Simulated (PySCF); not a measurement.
**TDDFT excited states: C3H8**

Species: propane, C3H8.
Bonds: C1–C2, C2–C3. Hydrogens: H4, H5, H6 on C1; H7, H8 on C2; H9, H10, H11 on C3.

Method: TDDFT PBE0/def2-SVPD, vertical, gas phase, core orbitals frozen in the response in PySCF 2.14.0, density-fitted response routines. Isolated species at its GFN2-xTB geometry, gas phase.

Problem. Predict the UV-vis stick spectrum at this level.

Solution. 

```csv
state,E (eV),λ (nm),f,symmetry,"main configurations (H = HOMO, L = LUMO)"
S1,8.79,141.0,0.0027,B1 or B2,H→L (98%)
S2,9.06,136.9,0.043,B1 or B2,H-1→L (99%)
S3,9.12,135.9,0.0053,A1,H-2→L (97%)
S4,9.68,128.0,0.0000,–,H→L+1 (93%)
S5,9.85,125.9,0.120,B1 or B2,H→L+2 (98%)
S6,9.93,124.9,0.018,B1 or B2,H-2→L+1 (94%)
S7,9.96,124.5,0.0056,A1,H-1→L+1 (96%)
S8,10.09,122.9,0.126,A1,H-2→L+2 (94%)
```

Triplets, Tamm–Dancoff:

```csv
state,E (eV),λ (nm),"main configurations (H = HOMO, L = LUMO)"
T1,8.53,145.4,H→L (94%)
T2,8.79,141.1,H-2→L (94%)
T3,8.82,140.5,H-1→L (96%)
```

The lowest singlet comes at 141 nm (849 kJ/mol) in the vacuum ultraviolet; it is very weak; its leading configuration is HOMO→LUMO (98%). The most intense listed level is S8 at 10.09 eV (123 nm, f = 0.126), 1.30 eV above S1. It is the last of those listed, so stronger ones may follow. Löwdin shares by element: HOMO carbon 54%, hydrogen 12% or more (atoms not listed hold the other 34%); LUMO carbon 54%, hydrogen 6% or more (atoms not listed hold the other 40%). The listed states span 1.30 eV, and the widest gap between neighbours is 0.56 eV (S3 to S4). Of the 8 states listed, 4 reach f = 0.01 and 1 stays under 0.0005. Weighted by f, the mean energy of these states is 9.82 eV. Symmetry labels in C2v follow from the direction of the transition dipole and are given only for states with f of 0.002 or more; B1 and B2 swap with the choice of axes. Singlets were solved by full linear response, triplets in the Tamm–Dancoff approximation.

Time: 6.7 s wall. Hardware: an x86-64 server with one thread, on a shared host.
